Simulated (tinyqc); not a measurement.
Stretching all distances: RHF, UHF, MP2, CISD and CCSD against full CI in the sto-6g basis, for H2O, spin multiplicity 1. Computed by the program tinyqc with PySCF. Command: `OMP_NUM_THREADS=1 python tinyqc.py 114632 114633 out.jsonl`; one thread of a shared host (Intel(R) Xeon(R) Processor @ 2.60GHz), about 10 s.

Geometry (angstrom):
```
atom       x        y       z
O     0.0000   0.0000  0.0000
H     0.0000   0.6820  0.5870
H     0.0000  -0.6550  0.5640
```

All coordinates are multiplied by the scale. c0^2 is the weight of the RHF determinant in the lowest singlet FCI state (UHF is spin-contaminated and may lie near states of higher spin) and n(LUMO) the first natural occupation beyond the occupied space.

Full CI energy (hartree) and errors against it (kcal/mol):
```
scale  distance 1-2 (angstrom)     E(FCI)      RHF     UHF     MP2    CISD    CCSD  <S^2> UHF   c0^2  n(LUMO)
0.920                    0.828  -75.61671   22.051  22.051   5.559   0.182   0.039      0.000  0.985    0.016
1.110                    0.999  -75.73397   33.872  33.872   9.609   0.534   0.076      0.000  0.970    0.032
1.300                    1.170  -75.71978   50.812  50.812  15.703   1.516   0.169      0.000  0.941    0.064
1.490                    1.341  -75.66303   73.826  70.213  24.135   3.888   0.371      0.399  0.893    0.119
1.690                    1.521  -75.59658  105.128  61.132  35.454   9.026   0.608      1.207  0.814    0.212
1.880                    1.692  -75.54340  141.399  40.987  47.828  17.258   0.138      1.587  0.711    0.336
2.070                    1.863  -75.50581  182.545  23.481  59.961  28.205  -2.882      1.785  0.591    0.484
```

UHF parts from RHF first at scale 1.49 of those listed, where <S^2> leaves zero. The weight c0^2 goes from 0.99 to 0.59 and n(LUMO) from 0.02 to 0.48: static correlation grows as the bonds break into open-shell fragments. The spread of the error along the curve, which distorts its shape, is CCSD 3.5, CISD 28.0, UHF 48.2, MP2 54.4, RHF 160.5 kcal/mol. Below FCI somewhere: CCSD, as non-variational methods may be. The table stops here: at scale 2.26 and beyond, the reference weight falls under 0.45 or RHF, UHF or CCSD hop between solutions, so those rows were left out and the spreads given cover only the rows shown. As computed, partly on other solutions, the errors there reach in size RHF 225, UHF 40, MP2 91, CISD 45, CCSD 4 kcal/mol.
